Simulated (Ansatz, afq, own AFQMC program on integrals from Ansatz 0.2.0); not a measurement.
AlHO, singlet in cc-pVDZ along one coordinate

```xyz
3

Al    0.0000    0.0000    1.4330
O     0.0000    0.0000   -0.2415
H     0.0000    0.0000   -1.1915
```

All coordinates are scaled about the centre. Energies in kJ/mol count from this geometry (1.000) at the same level; the start stands on RHF, each point on the determinant named.

Basis cc-pVDZ. Only valence electrons are correlated. Ansatz 0.2.0 and our own AFQMC program on the same integrals; the CISD trial comes from CCSD amplitudes, and released means the phaseless constraint is let go. Error bars are statistical, one sigma.

Cautions, each for one point or more: (Q) is large, so the cluster series hasn't closed; CCSDT(Q) on the RHF determinant differs, perhaps since the unrestricted series falls towards higher spin; higher spins were not checked; raised T1 diagnostic; restricted determinant unstable towards unrestricted; strong correlation; unrestricted determinant spin contaminated; walk and cluster series may follow different spin states.

```tsv
scale of all distances	det.	T1	weight	⟨S²⟩	B3LYP	PBE0	CCSD(T)
0.895	RHF	0.015	0.90	pure	119.3	116.4	121.8
1.125	RHF	0.025	0.88	pure	50.6	55.1	52.6
1.308	RHF	0.039	0.85	pure	248.5	261.1	257.2
1.497	RHF¶	0.062	0.80	pure	466.7	488.9	477.7
2.012	UHF†¶	0.051	0.82	1.85	806.4§	816.4§	817.4
2.403	UHF†¶	0.021	0.89	1.97	875.6§	878.4§	862.7
```

Task: Estimate the curve of phaseless AFQMC with a CISD trial, counted from the same start.

Result: 
```
scale of all distances   det.     T1  weight  ⟨S²⟩  ph-AFQMC/CISD  CCSDT(Q)
                 0.895    RHF  0.015    0.90  pure    122.9 ± 1.7     122.4
                 1.125    RHF  0.025    0.88  pure     53.8 ± 1.9      51.6
                 1.308    RHF  0.039    0.85  pure    256.8 ± 3.6     252.9
                 1.497   RHF¶  0.062    0.80  pure    478.4 ± 4.1     462.7
                 2.012  UHF†¶  0.051    0.82  1.85    812.4 ± 2.3     808.7
                 2.403  UHF†¶  0.021    0.89  1.97    858.8 ± 2.1     857.2
```

Weight is that of the determinant in the CISD state; at the start T1 is 0.018 and the weight 0.89. ¶ marks points with a poor determinant and no full CI, where no value is sure; they don't count among the departures. A dagger marks points whose determinant fills other symmetries than the start's, so the wave-function levels may follow another state there, or a degenerate partner. § marks a functional whose ⟨S²⟩ is too high by over 0.1. Largest departures from phaseless AFQMC with a CISD trial: CCSD(T) -1.1 kJ/mol at 1.125 (on RHF) (within the noise), CCSDT(Q) -3.9 kJ/mol at 1.308 (on RHF) (within the noise), B3LYP -8.4 kJ/mol at 1.308, PBE0 -6.6 kJ/mol at 0.895. The walk's constraint bias lies outside its error bars, so these are departures and not errors. Functionals count only at points shown to share the start's state and spin. In this small basis the wave-function levels are far from their limit, so their gap to the functionals isn't the functionals' error.

CCSDT and higher add their correlation energy to the determinant of the CCSD(T) run, since their own runs factorise the integrals more tightly (a shift of under 2 meV). A walk keeps the symmetry of its determinant, which the program's search chose and which needn't be the lowest solution, so a lower state of the same spin and another symmetry isn't excluded.
